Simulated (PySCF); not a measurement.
Species: phosphorus pentafluoride, PF5.
Cartesian coordinates in Å at the PBE0-D3(BJ)/def2-SVP level; atoms count from 1:
```
atom  x, y, z in Å
F1     0.642   -0.574   -1.352
P2     0.003   -0.005   -0.008
F3     1.110    1.104    0.049
F4     0.244   -1.389    0.692
F5    -1.344    0.268   -0.763
F6    -0.636    0.564    1.337
```

The closed-shell ground state was solved at several levels (PySCF, density fitting, gas phase, non-relativistic). The dipole stays under 0.02 D at every level.

```json
{"level": "B97-2/pcSseg-2", "basis functions": "223", "total energy (Eh)": "-840.8363", "HOMO (eV)": "-11.92", "LUMO (eV)": "-0.16", "gap (eV)": "11.76"}
{"level": "CAM-B3LYP/pcSseg-2", "basis functions": "223", "total energy (Eh)": "-840.8889", "HOMO (eV)": "-13.88", "LUMO (eV)": "0.95", "gap (eV)": "14.83"}
{"level": "LC-wPBE/pcSseg-2", "basis functions": "223", "total energy (Eh)": "-840.6161", "HOMO (eV)": "-15.11", "LUMO (eV)": "2.44", "gap (eV)": "17.55"}
{"level": "wB97X-D/pcSseg-2", "basis functions": "223", "total energy (Eh)": "-840.8295", "HOMO (eV)": "-14.23", "LUMO (eV)": "1.90", "gap (eV)": "16.13"}
```

Estimate the row for BHandHLYP/pcSseg-2, a basis of 223 functions; the other rows only guide the guess.

Total energy -840.7910 Eh, HOMO -14.51 eV, LUMO 1.09 eV, gap 15.60 eV.

Over all these levels, which gives the widest orbital gap and which the narrowest?

LC-wPBE/pcSseg-2 (range-separated hybrid) has the widest, 17.55 eV, and B97-2/pcSseg-2 (global hybrid, 21 % exact exchange) the narrowest, 11.76 eV. From the narrowest to the widest the HOMO moves by -3.19 eV and the LUMO by +2.60 eV.

Note: wB97X-D ran without an empirical dispersion term, which enters the total energy and its gradient alone.
